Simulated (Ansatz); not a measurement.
**O2, triplet: vertical spin and charge gaps**

Geometry (PBE0/def2-TZVP stationary point for this spin):

```yaml
atoms:
  - { symbol: O, position_ang: [0.0000, 0.0000, 0.0000] }
  - { symbol: O, position_ang: [0.0000, 0.0000, 1.1928] }
```

Basis 6-31G; Ansatz 0.2.0. Only valence electrons are correlated (noble-gas cores frozen). R marks a restricted (for open shells ROHF) determinant, U an unrestricted one. Active spaces: valence = (12e, 8o) chosen from the atoms' valence shells.

Gaps are energies of the second state less the first, at fixed atoms, for a selection of the levels run; each method lands on the state that its own search finds for that charge and spin.

HF rows are the lowest solutions found. Coupled cluster chose its determinant by trial CCSD, here up to 0.06 eV above the lowest Hartree–Fock solution of its kind, and MP2 stands on that determinant too. For open shells CISD and CISDTQ are restricted-active-space CI with the open shells as a complete middle space. The determinant of the O2 singlet fills πx and πy unequally, so it is a mixture of Σ and Δ, which weighs on every level built on one determinant.

Task: PBE gives 12.681 eV for removing an electron, to the doublet. Estimate what full CI gives in 6-31G.

Result: Full CI in 6-31G gives 12.073 eV, so against it PBE is off by 0.608 eV, of which a good part can be the reference's own basis and frozen-core error.

Large singles or doubles amplitudes warn of static correlation in the O2⁺ doublet.

```csv
level,gap (eV),error (meV)
RHF,13.632,1559
RCCSD*,12.289,216
RCCSD(T)*,12.147,74
BCCD(T)*,12.149,76
MRCISD (valence space),11.956,-117
PBE0,13.267,1194
B3LYP,13.224,1151
wB97M-V,13.052,979
RPA-PBE,11.870,-203
```

An asterisk marks runs whose energy the program itself flagged as in doubt.

Removing an electron, to the quartet: 16.671 eV at full CI (triplet B1g, quartet ion B2u, in D2h).

| level | gap (eV) | error (meV) |
| --- | --- | --- |
| RHF | 14.827 | -1844 |
| UHF | 14.923 | -1748 |
| RMP2 | 17.297 | 626 |
| UMP2 | 17.054 | 383 |
| RCCSD | 16.563 | -108 |
| UCCSD | 16.581 | -90 |
| RCCSD(T) | 16.650 | -21 |
| UCCSD(T) | 16.650 | -21 |
| BCCD(T) | 16.650 | -21 |
| RCCSDT | 16.637 | -34 |
| UCCSDT | 16.639 | -32 |
| CISDTQ | 16.652 | -19 |
| RCCSDT(Q) | 16.673 | 2 |
| UCCSDT(Q) | 16.671 | 0 |
| RCCSDTQ | 16.667 | -4 |
| UCCSDTQ | 16.666 | -5 |
| CASSCF (valence space) | 15.714 | -957 |
| NEVPT2 (valence space) | 16.528 | -143 |
| MRCISD (valence space) | 16.576 | -95 |
| MRCISD+Q (valence space) | 16.637 | -34 |
| PBE | 17.469 | 798 |
| r2SCAN | 17.268 | 597 |
| PBE0 | 17.169 | 498 |
| B3LYP | 17.358 | 687 |
| wB97M-V | 17.219 | 548 |
| B2PLYP | 17.181 | 510 |
| RPA-PBE | 16.499 | -172 |

Quintet less triplet: 14.764 eV at full CI (triplet B1g, quintet B3g, in D2h).

| level | gap (eV) | error (meV) |
| --- | --- | --- |
| RHF | 12.346 | -2418 |
| UHF | 12.433 | -2331 |
| RMP2 | 15.423 | 659 |
| UMP2 | 15.182 | 418 |
| RCCSD | 14.608 | -156 |
| UCCSD | 14.627 | -137 |
| RCCSD(T) | 14.727 | -37 |
| UCCSD(T) | 14.728 | -36 |
| BCCD(T) | 14.727 | -37 |
| RCCSDT | 14.720 | -44 |
| UCCSDT | 14.721 | -43 |
| CISDTQ | 14.744 | -20 |
| RCCSDT(Q) | 14.766 | 2 |
| UCCSDT(Q) | 14.764 | 0 |
| RCCSDTQ | 14.760 | -4 |
| UCCSDTQ | 14.759 | -5 |
| CASSCF (valence space) | 14.864 | 100 |
| NEVPT2 (valence space) | 14.833 | 69 |
| MRCISD (valence space) | 14.772 | 8 |
| MRCISD+Q (valence space) | 14.754 | -10 |
| PBE | 15.150 | 386 |
| r2SCAN | 14.661 | -103 |
| PBE0 | 14.602 | -162 |
| B3LYP | 14.732 | -32 |
| wB97M-V | 14.793 | 29 |
| B2PLYP | 14.839 | 75 |
| RPA-PBE | 14.602 | -162 |

Singlet less triplet: 1.161 eV at full CI (triplet B1g, singlet Ag, in D2h).

By full CI's occupations no single determinant describes the singlet well.

```tsv
level	gap (eV)	error (meV)
RHF	1.824	663
RMP2	1.754	593
RCCSD	1.437	276
RCCSD(T)	1.369	208
BCCD(T)	1.375	214
RCCSDT*	1.239	78
CISDTQ	1.258	97
RCCSDT(Q)*	1.129	-32
RCCSDTQ*	1.169	8
CASSCF (valence space)	0.974	-187
NEVPT2 (valence space)	1.088	-73
MRCISD (valence space)	1.124	-37
MRCISD+Q (valence space)	1.143	-18
```

In so small a basis the reference is far from its limit while semilocal and hybrid functionals are nearer theirs (RPA and double hybrids share much of the reference's basis error), so the functionals' errors here hold much of the reference's basis and frozen-core error, which can add to them or hide them.

Full CI is exact within this basis and frozen core; it isn't the basis-set limit. The frozen core follows each run's orbitals, which can shift R against U totals by a few meV.
